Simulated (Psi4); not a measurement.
Process, species as SMILES: O=C (CH2-O) → O=[CH-] + H+
B3LYP-D3(BJ)/def2-TZVP geometries, fixed; electronic energies without zero-point terms.

Effect of the integral screening threshold at M06-2X/cc-pVTZ with Psi4, against the last row, where the deprotonation energy is 409.43 kcal/mol.

```csv
setting,largest shift of a total energy (mEh),shift of the deprotonation energy (kcal/mol)
ints_tolerance: 1e-6,0.000,0.000
ints_tolerance: 1e-8,0.000,0.000
ints_tolerance: 1e-10,0.000,0.000
ints_tolerance: 1e-14,0.000,0.000
```

Within 0.02 kcal/mol in the deprotonation energy: ints_tolerance: 1e-6; ints_tolerance: 1e-8; ints_tolerance: 1e-10. The largest shift is 0.000 mEh in a total energy and 0.000 kcal/mol in the difference.
